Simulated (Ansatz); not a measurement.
Predict the output of the script below (the Python package of Ansatz (0.2.0)).

`h4nsi.py`
```python
# -*- coding: utf-8 -*-
import itertools

import ansatz
from ase.data import atomic_numbers, covalent_radii
import numpy as np

h4nsi = (
    ansatz.Crystal.molecule()
    .atom('N', [0.6011, -0.8801, 0.9439])
    .atom('Si', [-0.2233, 0.3478, -0.1007])
    .atom('H', [0.8817, -1.5732, 0.3079])
    .atom('H', [-1.239, -0.2997, -0.8566])
    .atom('H', [0.7869, 0.8743, -1.0711])
    .atom('H', [-0.7654, 1.4669, 0.7305])
)

job = h4nsi.calculation().basis(gaussian='def2-SVP').functional('b3lyp').spin('collinear', total=1)
symbols = [site.symbol for site in h4nsi.cartesian_sites]
start = np.array([site.position_ang for site in h4nsi.cartesian_sites], dtype=float)
summary = job.relax(force_tolerance=0.01).run(threads=1).report
end = np.array(summary['positions_ang'])
radius = [covalent_radii[atomic_numbers[s]] for s in symbols]
span = lambda where, i, j: np.linalg.norm(where[i] - where[j])
bonded = [(i, j) for i, j in itertools.combinations(range(len(symbols)), 2) if min(span(start, i, j), span(end, i, j)) < 1.2 * (radius[i] + radius[j])]
print('pair        before    after (A)')
for i, j in bonded:
    print(f'{symbols[i]}{i}-{symbols[j]}{j}'.ljust(10), f'{span(start, i, j):8.4f} {span(end, i, j):8.4f}')

minimum = ansatz.Crystal.molecule()
for symbol, place in zip(symbols, end):
    minimum = minimum.atom(symbol, place.tolist())
at_minimum = minimum.calculation().spin('collinear', total=1)
level = lambda method, basis: at_minimum.basis(gaussian=basis).correlation(method).run(threads=1).report
small, large, cluster = level('mp2', 'cc-pVDZ'), level('mp2', 'cc-pVTZ'), level('ccsd_t', 'cc-pVDZ')
corr = lambda each: (each['free_energy_ev'] - each['reference_energy_ev']) / 27.211386246
mp2_limit = (27 * corr(large) - 8 * corr(small)) / 19
pieces = {'HF / cc-pVTZ': large['reference_energy_ev'] / 27.211386246, 'MP2 correlation, DZ-TZ limit': mp2_limit, 'CCSD(T) - MP2 / cc-pVDZ': corr(cluster) - corr(small)}
for name, value in pieces.items():
    print(f'{name:32s} {value:14.6f} Ha')
print(f'{"sum":32s} {sum(pieces.values()):14.6f} Ha')
print('T1 diagnostic', round(cluster['correlation']['coupled_cluster']['t1_diagnostic'], 4))
```

```console
$ python h4nsi.py
pair        before    after (A)
N0-Si1       1.8107   1.7694
N0-H2        0.9816   1.0316
Si1-H3       1.4221   1.4982
Si1-H4       1.4965   1.4984
Si1-H5       1.4957   1.4857
HF / cc-pVTZ                        -345.709721 Ha
MP2 correlation, DZ-TZ limit          -0.328847 Ha
CCSD(T) - MP2 / cc-pVDZ               -0.045792 Ha
sum                                 -346.084360 Ha
T1 diagnostic 0.0143
```

Caveats:
- Total energies depend on the basis set; only differences at equal settings carry meaning.
- The sum leaves out core correlation, relativity, the Hartree-Fock basis error and zero-point energy; a DZ-TZ extrapolation is rough.
- The run takes the species as open-shell (spin multiplicity 2), which needn't be its ground state.
- b3lyp holds the VWN-RPA fit, as in Gaussian; the form of ORCA and Turbomole is b3lyp5.
- Inner cores stay frozen, so this is valence correlation.
- For Al to Cl the sets with a tight d function, cc-pV(X+d)Z, are usual.
- The whole script took 22 s on 1 thread of Arm Neoverse V1, with other jobs on the host, peak memory 0.26 GiB.
